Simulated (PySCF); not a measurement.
Static response to an electric field

Species: C₃H₇NO.
Cartesian coordinates in Å at the PBE0-D3(BJ)/def2-SVP level; atoms count from 1:
```xyz
12
C3H7NO angstrom
C      2.2692   -0.1377   -0.0116
N      0.8458   -0.0566   -0.1585
C      0.0905   -0.9057    0.3930
C     -1.3900   -0.7697    0.2049
O     -1.7054    0.3240   -0.5782
H      2.6062   -0.9867    0.6142
H      2.6481    0.7979    0.4302
H      2.7383   -0.2242   -1.0049
H      0.4681   -1.7467    1.0087
H     -1.8582   -0.7077    1.2108
H     -1.7662   -1.7185   -0.2352
H     -0.8396    0.7125   -0.8038
```

Level: CAM-B3LYP/def2-SVPD (PySCF), static field, nuclei fixed, core orbitals frozen in the response. The polarisability tensor in these axes (au):

```
x   65.06  4.96 -1.93
y    4.96 48.42 -5.74
z   -1.93 -5.74 43.73
```

Problem. Give the principal values, the mean and the anisotropy Δα = √{½[(α1 − α2)² + (α2 − α3)² + (α1 − α3)²]}.

Solution. Principal values 39.82, 50.45 and 66.95 au; mean 52.41 au = 7.77 Å³ = 8.64 × 10⁻⁴⁰ C²·m²/J; Δα = 23.68 au (45 % of the mean).

Problem. What is the dipole moment, and where does it point?

Solution. (2.30, -1.85, 1.43) D, 3.28 D in size, pointing from the negative to the positive side. Measured along this direction, the outermost atoms are O5 at the negative end and H6 at the positive end.

Problem. In TDDFT the mean static polarisability is Σ f/ω² over all singlet excitations (ω in hartree). How much of it do the 10 lowest give? Their energies (eV) and oscillator strengths: 5.53, 0.0006; 6.72, 0.0988; 7.60, 0.0023; 7.66, 0.0262; 7.87, 0.0002; 8.02, 0.1924; 8.09, 0.0365; 8.31, 0.0001; 8.37, 0.1309; 8.67, 0.1683.

Solution. They add up to 7.67 au, 14.6 % of the 52.41 au; the largest single term is 2.21 au, from the state at 8.02 eV. Terms in order: 0.02, 1.62, 0.03, 0.33, 0.00, 2.21, 0.41, 0.00, 1.38, 1.66 au. Higher excitations give the rest. The strengths listed sum to 0.656.

Problem. In a dilute gas of rigid molecules at 273 K, how does the orientational term μ²/3kT compare with the electronic polarisability?

Solution. In Gaussian units μ²/3kT = 95.20 Å³ against 7.77 Å³, a ratio of 12.26; the Debye molar polarisation (4π/3)N_A(α + μ²/3kT) is 259.7 cm³/mol, leaving out the vibrational part.

Problem. Rayleigh depolarisation ratio (linearly polarised light, static tensor)?

Solution. ρ = 3Δα²/(45ᾱ² + 4Δα²) = 1682.4/(123586 + 2243.2) = 0.0134.

Geometry: PBE0-D3(BJ)/def2-SVP, one conformer, isolated molecule.
